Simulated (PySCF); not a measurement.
Geometry:
```json
{"atom": "C1", "x (Å)": "-0.709", "y (Å)": "0.714", "z (Å)": "0.665"}
{"atom": "C2", "x (Å)": "-1.155", "y (Å)": "-0.051", "z (Å)": "-0.568"}
{"atom": "O3", "x (Å)": "-0.552", "y (Å)": "-1.330", "z (Å)": "-0.599"}
{"atom": "C4", "x (Å)": "0.837", "y (Å)": "-1.223", "z (Å)": "-0.551"}
{"atom": "O5", "x (Å)": "1.298", "y (Å)": "-0.614", "z (Å)": "0.616"}
{"atom": "C6", "x (Å)": "0.807", "y (Å)": "0.708", "z (Å)": "0.717"}
{"atom": "H7", "x (Å)": "-1.107", "y (Å)": "0.227", "z (Å)": "1.559"}
{"atom": "H8", "x (Å)": "-1.088", "y (Å)": "1.740", "z (Å)": "0.637"}
{"atom": "H9", "x (Å)": "-2.234", "y (Å)": "-0.212", "z (Å)": "-0.583"}
{"atom": "H10", "x (Å)": "-0.879", "y (Å)": "0.506", "z (Å)": "-1.478"}
{"atom": "H11", "x (Å)": "1.191", "y (Å)": "-0.649", "z (Å)": "-1.428"}
{"atom": "H12", "x (Å)": "1.241", "y (Å)": "-2.234", "z (Å)": "-0.570"}
{"atom": "H13", "x (Å)": "1.187", "y (Å)": "1.113", "z (Å)": "1.656"}
{"atom": "H14", "x (Å)": "1.215", "y (Å)": "1.314", "z (Å)": "-0.108"}
```

- geometry: PBE0-D3(BJ)/def2-TZVP
- shieldings: GIAO PBE0/pcSseg-2
- code: PySCF
- one conformer, equivalent nuclei averaged, non-relativistic Hamiltonian, in vacuum

Question: List the cross peaks expected in HSQC, COSY and HMBC spectra.

Answer: 

HSQC (one-bond C–H):
| δH | δC |
| --- | --- |
| 4.84 (H11/H12) | 100.6 (C4) |
| 3.84 (H9/H10/H13/H14) | 71.6 (C2/C6) |
| 1.56 (H7/H8) | 30.3 (C1) |

COSY cross peaks (H two or three bonds apart, from the bond graph; peaks can be absent where the dihedral angle is near 90°):
| δH | δH |
| --- | --- |
| 3.84 (H9/H10/H13/H14) | 1.56 (H7/H8) |

HMBC (two and three bonds, from the bond graph):
| δH | δC |
| --- | --- |
| 4.84 (H11/H12) | 71.6 (C2/C6) |
| 3.84 (H9/H10/H13/H14) | 100.6 (C4), 71.6 (C2/C6), 30.3 (C1) |
| 1.56 (H7/H8) | 71.6 (C2/C6) |

Chemical shifts δ = σref − σ; ¹H (σ = 31.52 ppm), ¹³C (σ = 186.03 ppm) against TMS, all at this level.

Short H···H contacts in this conformer between protons four or more bonds apart (candidates for NOE cross peaks, intensity ∝ r⁻⁶): H11···H14 2.37 Å, H10···H11 2.37 Å.

Shifts are as computed. Against solution values, carbons near 30 ppm lie about +3 ppm off and those near 130 ppm about +9 ppm. Of 1211 compounds with measured shifts, 218 miss one by over three times the rms of a fit or turn the order of signals round; such compounds aren't used in these exercises.
